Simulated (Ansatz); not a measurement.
PH3 (SMILES P): methods side by side

The species is PH3 (4 atoms), meant as a singlet with charge 0. SMILES: `P`. Geometry: relaxed at PBE0-D4/def2-TZVP.

```xyz
4

P     0.3460   -0.3265   -0.3328
H     0.6309   -0.0340    1.0270
H    -1.0055   -0.6630   -0.0572
H     0.0287    1.0235   -0.6369
```

Each level gives the energy change with the P1–H4 bond stretched from 1.420 to 2.840 Å (eV). The values are calculated.

```tsv
level	kind	program	value (eV)	less FCI/3-21G
HF/3-21G (restricted)	Hartree–Fock	Ansatz	4.50	+1.88
revPBE/3-21G (restricted)	GGA	Ansatz	3.36	+0.74
r2SCAN/3-21G (restricted)	meta-GGA	Ansatz	3.63	+1.01
r2SCAN0/3-21G (restricted)	hybrid meta-GGA	Ansatz	3.94	+1.32
wB97M-V/3-21G (restricted)	range-separated hybrid	Ansatz	4.05	+1.43
wB97X/3-21G (restricted)	range-separated hybrid	Ansatz	4.22	+1.60
B2PLYP/3-21G (restricted)	double hybrid	Ansatz	3.61	+0.99
CCSD(T)/3-21G (restricted)	coupled cluster or CI	Ansatz	2.60	-0.02
CCSD/3-21G (restricted)	coupled cluster or CI	Ansatz	2.69	+0.07
FCI/3-21G	exact in the basis	Ansatz	2.62	0.00
```

FCI/3-21G is exact within its basis and frozen core, so for wave-function methods in that basis the difference is their error; functionals converge differently with the basis, so for them it is only a difference. A spin-restricted reference rises too steeply as a bond breaks; here HF/3-21G, revPBE/3-21G, r2SCAN/3-21G, r2SCAN0/3-21G, wB97M-V/3-21G, wB97X/3-21G, B2PLYP/3-21G lie well above the multireference or unrestricted value. The first shape isn't each level's own minimum. The values span 2.60 to 4.50 eV. All rows use very small basis sets, so none should be taken for the real molecule's value.
